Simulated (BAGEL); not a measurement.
# C5H8 (cyclopentene) at B3LYP/def2-SVP (density fitting with cc-pvqz-jkfit)

Aim: the energy change on altering one bond length of C5H8 (cyclopentene) at B3LYP/def2-SVP (density fitting with cc-pvqz-jkfit), from 2 runs. 

The calculation is run with BAGEL 1.2.2.

2 further runs of the same task are left out: 2 set aside as unsound or not needed.

## Step 1: The molecule

The species is C5H8 (13 atoms), meant as a singlet with charge 0. As SMILES, `C1=CCCC1`. The shape is that of a PBE0-D4/def2-TZVP optimisation. This is one conformer, not always the lowest.

Bond lengths: C1–C2 1.328 Å, C2–C3 1.501 Å, C3–C4 1.538 Å, C1–C5 1.501 Å, C4–C5 1.538 Å, C1–H6 1.084 Å, C2–H7 1.084 Å, C3–H8 1.094 Å, C3–H9 1.098 Å, C4–H10 1.091 Å, C4–H11 1.093 Å, C5–H12 1.094 Å, C5–H13 1.098 Å. Some angles: C1–C2–C3 111.9°, C2–C1–C5 111.9°, C2–C3–C4 102.9°, C3–C4–C5 105.5°, C1–C5–C4 102.9°, C1–C2–H7 125.0°, C3–C2–H7 123.1°, C2–C1–H6 125.0°, C5–C1–H6 123.1°, C2–C3–H8 113.1°.

## Step 2: A single-point energy at B3LYP/def2-SVP (density fitting with cc-pvqz-jkfit)

Input file input.json:

```json
{ "bagel": [

{
  "title": "molecule",
  "basis": "svp",
  "df_basis": "cc-pvqz-jkfit",
  "angstrom": true,
  "geometry": [
    { "atom": "C", "xyz": [      -0.781630,       1.076990,       0.235430 ] },
    { "atom": "C", "xyz": [      -0.724630,       0.102690,       1.136050 ] },
    { "atom": "C", "xyz": [       0.255710,      -0.964820,       0.745600 ] },
    { "atom": "C", "xyz": [       0.545640,      -0.643130,      -0.730230 ] },
    { "atom": "C", "xyz": [       0.150340,       0.831670,      -0.915370 ] },
    { "atom": "H", "xyz": [      -1.387920,       1.971110,       0.325230 ] },
    { "atom": "H", "xyz": [      -1.277800,       0.085360,       2.068150 ] },
    { "atom": "H", "xyz": [      -0.135030,      -1.976810,       0.884760 ] },
    { "atom": "H", "xyz": [       1.159140,      -0.895520,       1.365520 ] },
    { "atom": "H", "xyz": [       1.579850,      -0.844600,      -1.013730 ] },
    { "atom": "H", "xyz": [      -0.091390,      -1.265910,      -1.363410 ] },
    { "atom": "H", "xyz": [      -0.310970,       1.022730,      -1.888430 ] },
    { "atom": "H", "xyz": [       1.018670,       1.500240,      -0.849580 ] }
  ]
},

{ "title": "ks", "xc_func": "b3lyp" },

{ "title": "print", "file": "orbitals.molden", "orbitals": true }

]}
```

Command:

```bash
$ BAGEL_NUM_THREADS=1 BAGEL input.json > input.out
```

What it wrote:

```text
* using 1 threads per process

  ===============================================================
  ===============================================================

  *** Geometry ***

  { "atom" : "C", "xyz" : [     -1.477067,      2.035216,      0.444898 ] },
  { "atom" : "C", "xyz" : [     -1.369352,      0.194056,      2.146823 ] },
  { "atom" : "C", "xyz" : [      0.483222,     -1.823246,      1.408980 ] },
  { "atom" : "C", "xyz" : [      1.031110,     -1.215340,     -1.379935 ] },
  { "atom" : "C", "xyz" : [      0.284101,      1.571629,     -1.729799 ] },
  { "atom" : "H", "xyz" : [     -2.622789,      3.724858,      0.614596 ] },
  { "atom" : "H", "xyz" : [     -2.414692,      0.161307,      3.908237 ] },
  { "atom" : "H", "xyz" : [     -0.255170,     -3.735630,      1.671954 ] },
  { "atom" : "H", "xyz" : [      2.190457,     -1.692288,      2.580459 ] },
  { "atom" : "H", "xyz" : [      2.985484,     -1.596063,     -1.915672 ] },
  { "atom" : "H", "xyz" : [     -0.172702,     -2.392223,     -2.576471 ] },
  { "atom" : "H", "xyz" : [     -0.587648,      1.932680,     -3.568616 ] },
  { "atom" : "H", "xyz" : [      1.925007,      2.835043,     -1.605474 ] },

  Number of auxiliary basis functions:      938

  Since a DF basis is specified, we compute 2- and 3-index integrals:
    o Being stored without compression. Storage requirement is 0.091 GB

  Number of basis functions:      110
  Number of electrons      :       38

    * METHOD: MOLECULE                             1.93

  *** Kohn-Sham DFT ***

    * Removing 27887 points whose weight is below 1.00e-10
    * Grid points: 165891

  === Nuclear Repulsion ===
   172.0753077578

       - DIIS with orbital gradients will be used.

  === KS iteration (b3lyp / svp) ===
      0       -158.30899974          0.14419570           1.14
      1       -162.81564975          0.11665028           1.11
      2       -166.44147668          0.15549308           1.11
      3       -191.25564559          0.06652647           1.11
      4       -190.91619506          0.06605464           1.11
      5       -194.21144524          0.03960849           1.11
      6       -194.60860811          0.02895685           1.11
      7       -195.12443852          0.00906941           1.12
      8       -195.17932484          0.00307528           1.12
      9       -195.18596974          0.00026881           1.11
     10       -195.18600999          0.00006280           1.11
     11       -195.18601152          0.00003568           1.11
     12       -195.18601216          0.00001955           1.11
     13       -195.18601242          0.00000420           1.11
     14       -195.18601243          0.00000122           1.11
     15       -195.18601243          0.00000057           1.11
     16       -195.18601243          0.00000008           1.11
     17       -195.18601243          0.00000004           1.11
     18       -195.18601243          0.00000002           1.11
     19       -195.18601243          0.00000001           1.11
    * SCF iteration converged.

    * Permanent dipole moment:
           (   -0.061547,     0.017473,     0.022887) a.u.

    * METHOD: KS                                  24.19

    * METHOD: PRINT                                0.04

  ===============================================================
```

Run time: 26 s. Hardware: 1 thread of Arm Neoverse N1, shared host; peak memory 0.83 GiB.

## Step 3: The distorted shape

Input file input.json:

```json
{ "bagel" : [

{
  "title" : "molecule",
  "basis" : "svp",
  "df_basis" : "cc-pvqz-jkfit",
  "angstrom" : true,
  "geometry" : [
    { "atom" : "C", "xyz" : [      -0.723036,       1.228744,       0.214562 ] },
    { "atom" : "C", "xyz" : [      -0.666036,       0.254444,       1.115182 ] },
    { "atom" : "C", "xyz" : [       0.314304,      -0.813066,       0.724732 ] },
    { "atom" : "C", "xyz" : [       0.604234,      -0.491376,      -0.751098 ] },
    { "atom" : "C", "xyz" : [       0.208934,       0.983424,      -0.936238 ] },
    { "atom" : "H", "xyz" : [      -1.329326,       2.122864,       0.304362 ] },
    { "atom" : "H", "xyz" : [      -1.219206,       0.237114,       2.047282 ] },
    { "atom" : "H", "xyz" : [      -0.135030,      -1.976810,       0.884760 ] },
    { "atom" : "H", "xyz" : [       1.217734,      -0.743766,       1.344652 ] },
    { "atom" : "H", "xyz" : [       1.638444,      -0.692846,      -1.034598 ] },
    { "atom" : "H", "xyz" : [      -0.032796,      -1.114156,      -1.384278 ] },
    { "atom" : "H", "xyz" : [      -0.252376,       1.174484,      -1.909298 ] },
    { "atom" : "H", "xyz" : [       1.077264,       1.651994,      -0.870448 ] }
  ]
},

{
  "title" : "ks",
  "xc_func" : "b3lyp"
},

{
  "title" : "print",
  "file" : "orbitals.molden",
  "orbitals" : true
}

]}
```

Command:

```bash
$ BAGEL_NUM_THREADS=1 BAGEL input.json > input.out
```

What it wrote:

```text
* using 1 threads per process

  ===============================================================
  ===============================================================

  *** Geometry ***

  { "atom" : "C", "xyz" : [     -1.366340,      2.321990,      0.405463 ] },
  { "atom" : "C", "xyz" : [     -1.258626,      0.480829,      2.107389 ] },
  { "atom" : "C", "xyz" : [      0.593948,     -1.536472,      1.369545 ] },
  { "atom" : "C", "xyz" : [      1.141837,     -0.928566,     -1.419370 ] },
  { "atom" : "C", "xyz" : [      0.394828,      1.858402,     -1.769233 ] },
  { "atom" : "H", "xyz" : [     -2.512062,      4.011632,      0.575161 ] },
  { "atom" : "H", "xyz" : [     -2.303965,      0.448081,      3.868802 ] },
  { "atom" : "H", "xyz" : [     -0.255170,     -3.735630,      1.671954 ] },
  { "atom" : "H", "xyz" : [      2.301184,     -1.405514,      2.541024 ] },
  { "atom" : "H", "xyz" : [      3.096210,     -1.309289,     -1.955107 ] },
  { "atom" : "H", "xyz" : [     -0.061975,     -2.105450,     -2.615906 ] },
  { "atom" : "H", "xyz" : [     -0.476922,      2.219453,     -3.608050 ] },
  { "atom" : "H", "xyz" : [      2.035734,      3.121816,     -1.644908 ] },

  Number of auxiliary basis functions:      938

  Since a DF basis is specified, we compute 2- and 3-index integrals:
    o Being stored without compression. Storage requirement is 0.091 GB

  Number of basis functions:      110
  Number of electrons      :       38

    * METHOD: MOLECULE                             1.91

  *** Kohn-Sham DFT ***

    * Removing 27670 points whose weight is below 1.00e-10
    * Grid points: 166108

  === Nuclear Repulsion ===
   171.4009378023

       - DIIS with orbital gradients will be used.

  === KS iteration (b3lyp / svp) ===
      0       -158.26394740          0.14382770           1.15
      1       -162.28819083          0.11539118           1.13
      2       -166.18481527          0.15344789           1.12
      3       -190.82456489          0.06824323           1.13
      4       -190.70233653          0.07168443           1.12
      5       -194.06357461          0.04135959           1.12
      6       -194.36923653          0.03399163           1.12
      7       -194.99729747          0.01525039           1.13
      8       -195.16358963          0.00401197           1.12
      9       -195.17512925          0.00087313           1.12
     10       -195.17551478          0.00047218           1.12
     11       -195.17566389          0.00010787           1.12
     12       -195.17567101          0.00004007           1.12
     13       -195.17567203          0.00000407           1.12
     14       -195.17567203          0.00000229           1.12
     15       -195.17567204          0.00000096           1.12
     16       -195.17567204          0.00000024           1.12
     17       -195.17567204          0.00000007           1.12
     18       -195.17567204          0.00000004           1.12
     19       -195.17567204          0.00000000           1.12
    * SCF iteration converged.

    * Permanent dipole moment:
           (   -0.071087,    -0.050553,     0.045354) a.u.

    * METHOD: KS                                  24.34

    * METHOD: PRINT                                0.04

  ===============================================================
```

Run time: 27 s. Hardware: 1 thread of Arm Neoverse N1, shared host; peak memory 0.83 GiB.

## Step 4: Outcome

Level: B3LYP/def2-SVP (density fitting with cc-pvqz-jkfit).

| quantity | value |
| --- | --- |
| first shape: total energy | -195.18601 Eh |
| first shape: dipole moment | 0.17 D |
| first shape: HOMO energy | -6.56 eV |
| first shape: LUMO energy | 0.62 eV |
| first shape: HOMO–LUMO gap | 7.18 eV |
| distorted shape: total energy | -195.17567 Eh |
| distorted shape: dipole moment | 0.25 D |
| distorted shape: HOMO energy | -6.57 eV |
| distorted shape: LUMO energy | 0.54 eV |
| distorted shape: HOMO–LUMO gap | 7.11 eV |
| energy change with the C3–H8 bond stretched from 1.094 to 1.258 Å | 0.281 eV |

In words: With the C3–H8 bond stretched from 1.094 to 1.258 Å the energy rises by 0.28 eV (6.5 kcal/mol). The first shape isn't relaxed at this level, so the change isn't measured from a minimum.
